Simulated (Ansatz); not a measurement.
A made-up structure of Si$_{2}$H$_{7}$S (charge +1), closed shell:

```
atom    x (Å)    y (Å)    z (Å)
 Si1  -1.5009   0.8097  -0.6296
 Si2   0.1420  -0.8382  -0.2778
  S3   1.9088   0.2894   0.6917
  H4  -2.6345   0.0863  -1.2470
  H5  -0.8909   1.8199  -1.5228
  H6  -0.8151  -1.1196   0.7327
  H7   0.8941  -1.3432  -1.4481
  H8  -0.1068  -1.8999   0.7224
  H9   1.3741   0.4934   1.9148
 H10   2.6397  -0.7753   1.0886
```

It is relaxed with PBE-D4/def2-SVP and then PBE0-D4/def2-TZVP (Ansatz 0.2.0). Atoms count as bonded within 1.22 times the sum of their covalent radii (H–H: 0.88 Å). The end point is not checked to be a true minimum.

**Question.** Does its bonding change? (A judgement: the text doesn't fix the answer.)

**Answer.** Computed: Yes. Formed: Si1–H6; broken: Si2–H6.

Where it ends: The first stage lowers the energy by 5.34 eV in 18 steps. It ends as Si₂H₇S ([SiH3][SiH2][SH2]), total charge +1:
Si1  (-1.488, 0.467, -0.511)
Si2  (0.332, -1.020, -0.389)
S3  (1.979, 0.154, 0.725)
H4  (-2.539, -0.284, -1.233)
H5  (-1.005, 1.657, -1.245)
H6  (-1.859, 0.776, 0.890)
H7  (1.116, -1.275, -1.618)
H8  (0.217, -2.229, 0.457)
H9  (1.436, 0.145, 1.961)
H10  (2.821, -0.869, 0.987)
(Å)

Labels in which every atom is bracketed show which atoms are joined, not bond orders.

For scale, one of the runs: PBE0-D4/def2-TZVP relaxation, 153 basis functions, launched by `ansatz run in.yaml --threads 2 --pin off --events-out ev --progress --plain --max-ram 4352MiB`. The run took about 36 s on 2 CPU threads of an Arm Neoverse V1 (shared host).
